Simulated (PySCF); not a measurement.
Molecule: `InChI=1S/C5H11N/c1-6-5-3-2-4-5/h5-6H,2-4H2,1H3`.

Bonds (- single, = double, # triple, : aromatic): C1-N2, N2-C3, C3-C4, C4-C5, C5-C6, C6-C3. C1 carries H7, H8, H9; N2 carries H10; C3 carries H11; C4 carries H12, H13; C5 carries H14, H15; C6 carries H16, H17. H13, H15, H17 are cis to N2 on the ring; H12, H14, H16 are trans to N2 on the ring.

Frames of a GFN2-xTB Langevin trajectory at 300 K; GIAO PBE0/pcSseg-1 shieldings in PySCF 2.14, gas phase, non-relativistic; equivalent atoms averaged within each frame.

Shifts are taken against calculated references (same method and geometry level): 13C (σref 186.93), 1H (σref 31.72) against TMS; NH3 for 15N (σref 267.73). The references are static minima.

How do the shifts (ppm) fluctuate along the trajectory?

Results:


```tsv
time (fs)	C3	C1	C4/C6	C5	N2	H11	H14	H7/H8/H9	H15	H13/H17
250	59.3	36.8	28.4	21.2	85.7	3.19	2.86	2.66	2.51	1.96
425	60.6	33.4	29.7	15.8	63.2	3.51	2.20	1.71	1.66	2.08
625	59.9	35.8	32.7	28.0	59.0	3.50	3.31	2.77	3.65	1.91
800	58.2	28.6	29.3	18.5	58.5	3.21	1.67	1.92	3.73	1.11
1000	55.0	37.5	26.9	15.7	68.5	3.44	2.13	2.74	2.59	1.02
mean of frames	58.6	34.4	29.4	19.8	67.0	3.37	2.43	2.36	2.83	1.62
standard deviation	2.2	3.6	2.1	5.1	11.2	0.16	0.65	0.50	0.87	0.51
```

5 frames give an uncertainty of the mean of about the standard deviation over 2.2 at best, since frames this close in time may not be independent; classical motion lacks zero-point vibration, and the reference would need the same averaging.
